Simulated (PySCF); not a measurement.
Species: PMe2PMe2, C₄H₁₂P₂.
Bonds: C1–P2, P2–C3, P2–P4, P4–C5, P4–C6. Hydrogens: H7, H8, H9 on C1; H10, H11, H12 on C3; H13, H14, H15 on C5; H16, H17, H18 on C6.

Theory: PBE0-D3(BJ)/def2-SVP geometry optimisation, gas phase (PySCF 2.14.0).

Q: What internal coordinates does the optimisation give?

A: 
```tsv
bond	length (Å)
C1–P2 and 3 like bonds	1.856
P2–P4	2.229
C1–H7 and 11 like bonds	1.101
```

Bonds in one row agree within 0.01 Å and their mean is given. A selection of angles:
```tsv
angle	degrees
P2–C1–H7	108.7
P2–C1–H8	112.7
H7–C1–H8	109.0
H7–C1–H9	107.4
C1–P2–C3	99.0
C1–P2–P4	97.7
```

Dihedral angles: C1–P2–P4–C5 80° (synclinal).

All 4 C–P bonds measure 1.855 to 1.856 Å. P2 (three-coordinate phosphorus) is pyramidal (angles 99.0°, 97.7° and 97.7°, sum 294.4°, 0.96 Å off the plane of its three neighbours).

Point group: C2h (tolerance 0.08 Å). PBE0-D3(BJ)/def2-SVP frequencies: not computed here. One conformer, not necessarily the lowest.
